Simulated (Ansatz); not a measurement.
**C3HF3: basis-set convergence**

One table from this session's results is given with a row withheld; the runs are named, their logs left out.

Method: one geometry, several basis sets; program: Ansatz 0.2.0, Gaussian basis.

Plan: PBE0-D4/def2-SVP; ωB97M-V/def2-SVP; PBE0-D4/def2-QZVPP; ωB97M-V/def2-QZVPP; the functionals' def2-TZVPP values are taken from earlier runs.

**The relaxed structure**

The geometry comes from an earlier relaxation with PBE0-D4 in a triple-zeta def2 set; it is a stationary point, not always the lowest conformer.

SMILES `C#CC(F)(F)F`, 7 atoms, charge 0, spin multiplicity 1.

Atoms are counted from 1 here; the program's logs count them from 0.

Bond lengths: C1–C2 1.195 Å, C1–H7 1.066 Å, C2–C3 1.461 Å, C3–F4 1.335 Å, C3–F5 1.335 Å, C3–F6 1.335 Å. Angles: C2–C1–H7 180.0°, C1–C2–C3 180.0°, C2–C3–F4 111.2°, C2–C3–F5 111.2°, C2–C3–F6 111.2°, F4–C3–F5 107.7°, F4–C3–F6 107.7°, F5–C3–F6 107.7°.

Set-up of the first run:

Contents of in.yaml:

```yaml
crystal:
  periodic: [false, false, false]
  atoms:
    - {symbol: C, position_ang: [1.248816, -1.234058, 0.050647]}
    - {symbol: C, position_ang: [0.398882, -0.394294, 0.011037]}
    - {symbol: C, position_ang: [-0.640668, 0.631485, -0.036544]}
    - {symbol: F, position_ang: [-1.819363, 0.108557, -0.382196]}
    - {symbol: F, position_ang: [-0.341664, 1.581053, -0.926018]}
    - {symbol: F, position_ang: [-0.791362, 1.221494, 1.151493]}
    - {symbol: H, position_ang: [2.006559, -1.982337, 0.085880]}
basis:
  gaussian: {orbitals: def2-SVP}
hamiltonian: {xc: pbe0, dispersion: d4}
output: {orbitals: {seedname: orbitals}}
```

On the command line:

```bash
ansatz run in.yaml --threads 4 --pin off --events-out ev --progress --plain --max-ram 10444MiB
```

Among the steps run: PBE0-D4 in def2-SVP; ωB97M-V in def2-SVP; PBE0-D4 in def2-QZVPP; ωB97M-V in def2-QZVPP.

One table of the session follows, with a row left open; its other results are not shown here.

It belongs to the step «Density functionals: the series». 

```
functional       basis  HOMO (eV)  LUMO (eV)
   PBE0-D4    def2-SVP      -9.26      -0.05
   PBE0-D4  def2-TZVPP      -9.30      -0.26
   PBE0-D4  def2-QZVPP      -9.33      -0.34
   ωB97M-V    def2-SVP          ?          ?
   ωB97M-V  def2-TZVPP     -11.62       1.94
   ωB97M-V  def2-QZVPP     -11.64       1.78
```

Q: Estimate the row for ωB97M-V, def2-SVP from the others.

The run gave: HOMO (eV): -11.56; LUMO (eV): 2.27. In the column «HOMO (eV)» it lies between ωB97M-V, def2-TZVPP (-11.62) and PBE0-D4, def2-QZVPP (-9.33).
